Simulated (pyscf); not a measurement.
**Four-centre exchange: HO–Al(OH)–OH + HF → HO–Al(OH)–OH + HF**

Gas phase, singlet surface, charge 0. Bonds broken: O1–H9, H5–F8. Bonds formed: O1–H5, F8–H9. Single points on ωB97X-D3(BJ)/def2-SVP structures (PySCF, gas phase).

Transition state (Å):

```xyz
9

O      0.1150     0.3677     0.1287
Al    -1.3036    -0.1392    -0.6910
O     -1.0941    -0.7042    -2.2659
O     -2.8165    -0.0691     0.0539
H      0.6133     0.7856     1.0463
H     -1.7821    -1.0211    -2.8533
H     -3.0461     0.2339     0.9331
F      1.9013     0.9759     1.0758
H      1.2374     0.4995     0.0648
```

One imaginary mode, 2007i cm⁻¹; descent along it reached the two sides named, in the forms told below.

| bond | change | reactant side (Å) | saddle | product side |
|---|---|---|---|---|
| O1–H9 | breaks | 0.960 | 1.132 | 1.671 |
| H5–F8 | breaks | 0.950 | 1.302 | 3.1 |
| O1–H5 | forms | 1.644 | 1.125 | 0.960 |
| F8–H9 | forms | 3.3 | 1.300 | 0.941 |

Electronic energies relative to the separated reactants (kcal/mol):

```csv
level,barrier,reaction energy,reverse barrier
ωB97X-D3(BJ)/def2-TZVP,32.0,0.0,32.0
PBE/def2-TZVP,24.5,0.0,24.5
r²SCAN/def2-TZVP,27.5,0.0,27.5
B3LYP-D3(BJ)/def2-TZVP,29.9,0.0,29.9
PBE0-D3(BJ)/def2-TZVP,29.0,0.0,29.0
M06-2X/def2-TZVP,31.5,0.0,31.5
ωB97M-D3(BJ)/def2-TZVP,31.5,0.0,31.5
HF/def2-TZVP,48.9,0.0,48.9
```

With ωB97M-D3(BJ)/def2-TZVP energies and thermal terms (ideal gas, 1 atm, RRHO with modes under 100 cm⁻¹ raised to 100, one conformer, R ln 2 for chiral ones without a mode under 150 cm⁻¹), in kcal/mol:

```
T (K)   ΔH‡   ΔG‡   ΔH   ΔG
-----  ----  ----  ---  ---
298    29.4  37.9  0.0  0.0
600    28.9  46.8  0.0  0.0
900    29.0  55.7  0.0  0.0
1200   29.4  64.6  0.0  0.0
```

On the reactant side the descent ends in a bound adduct, 11.8 kcal/mol under the separated species and 43.8 kcal/mol under the saddle at ωB97X-D3(BJ)/def2-TZVP. On the product side the descent ends in a bound adduct, 8.2 kcal/mol under the separated species and 40.2 kcal/mol under the saddle at ωB97X-D3(BJ)/def2-TZVP. One saddle was located; it need not be the lowest between these sides.
